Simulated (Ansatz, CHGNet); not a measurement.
## 1T (CdI2-type) TiTe₂: properties by level of theory

```
level (code)         lattice parameter a (Å)  c axis length (Å)
-------------------  -----------------------  -----------------
CHGNet-r²SCAN                          3.820              7.440
PBE (Ansatz)                           3.764              6.963
PBEsol (Ansatz)                        3.696              6.444
PBE-D3(BJ) (Ansatz)                    3.698              6.384
r²SCAN (Ansatz)                        3.802              6.906
```

Caveats: for a layered or molecular solid the relaxed cell lies over 5 % above the published volume, where the minimum can be shallow (PBE, r²SCAN); the cell comes from a level without a dispersion term, which matters for the spacing of layers, chains or molecules (PBE, PBEsol, r²SCAN); the cell has another shape than the first-principles one, perhaps another minimum in the same group (CHGNet-r²SCAN). Ansatz's density-functional and Hartree–Fock values are scalar-relativistic unless marked +SOC, with PAW data made under PBE.

Computed values are for the static lattice.

Ansatz is a program for electronic structure.
